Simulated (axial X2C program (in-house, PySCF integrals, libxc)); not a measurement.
# Spin–orbit effects along a row: molecules with P, PBE0

Calculated with an in-house all-electron X2C program for linear molecules (integrals from PySCF), spin-free (one-electron X2C) or two-component (2c: spin–orbit coupling with atomic mean-field Coulomb and Gaunt terms, which also bring small scalar terms), in Dyall basis sets with cores contracted in-house; open shells are unrestricted.

Basis sets: B dyall-v3z, C dyall-v3z, F dyall-av3z, Li dyall-cv3z, N dyall-av3z, O dyall-av3z, P dyall-v3z.

```csv
molecule,spin-free state,Re (Å),ωe (cm⁻¹),De (eV),2c state,Re 2c (Å),ωe 2c (cm⁻¹),De 2c (eV)
LiP,"M_S = 1, Λ = 0",2.324,492.3,1.77,Ω = 1,2.324,492.2,1.77
BP,"M_S = 1, Λ = 1",1.739,979.4,3.50,Ω = 2,1.739,979.2,3.51
PC,"M_S = 1/2, Λ = 0",1.555,1294.7,5.24,Ω = 1/2,1.555,1294.4,5.24
PN,"M_S = 0, Λ = 0",1.485,1421.7,5.87,Ω = 0,1.485,1421.5,5.87
PO,"M_S = 1/2, Λ = 1",1.483,1272.6,5.81,Ω = 1/2,1.483,1272.3,5.82
PF,"M_S = 1, Λ = 0",1.606,844.6,4.64,Ω = 1,1.606,844.4,4.64
```

Task: Work out the shifts from the spin-free to the two-component result.

Result: 

```json
{"molecule": "LiP", "2c state": "Ω = 1", "ΔRe (Å)": "0.000", "Δωe (cm⁻¹)": "-0.1", "ΔDe (eV)": "0.00"}
{"molecule": "BP", "2c state": "Ω = 2", "ΔRe (Å)": "0.000", "Δωe (cm⁻¹)": "-0.2", "ΔDe (eV)": "0.01"}
{"molecule": "PC", "2c state": "Ω = 1/2", "ΔRe (Å)": "0.000", "Δωe (cm⁻¹)": "-0.3", "ΔDe (eV)": "0.00"}
{"molecule": "PN", "2c state": "Ω = 0", "ΔRe (Å)": "0.000", "Δωe (cm⁻¹)": "-0.2", "ΔDe (eV)": "0.00"}
{"molecule": "PO", "2c state": "Ω = 1/2", "ΔRe (Å)": "0.000", "Δωe (cm⁻¹)": "-0.3", "ΔDe (eV)": "0.01"}
{"molecule": "PF", "2c state": "Ω = 1", "ΔRe (Å)": "0.000", "Δωe (cm⁻¹)": "-0.2", "ΔDe (eV)": "0.00"}
```

Shifts of one unit in the last digit are rounding.

Each entry is the lowest single determinant of a limited PBE0 search at one distance. De goes to single-determinant-based atoms at the same level (for ions the charge split of lowest energy) and is withheld (n/a) where an atom does not fit its ground term or J level. Main or longest-lived isotopes. One determinant is a doubtful description, or other states lie close, for LiP, BP, PC, PF; these need not be ground states, and all values refer to the states named. Some open-shell Ω = 0 determinants are out of reach, so the Ω given for LiP, BP, PF need not be the lowest component. With several unpaired electrons the Ω given is that of one determinant, not necessarily of the lowest component. Some light 2c atoms are not at their ground J level, so De misses part of their lowering (0.04 eV or less). The functionals have no current term, which raises determinants with orbital currents.
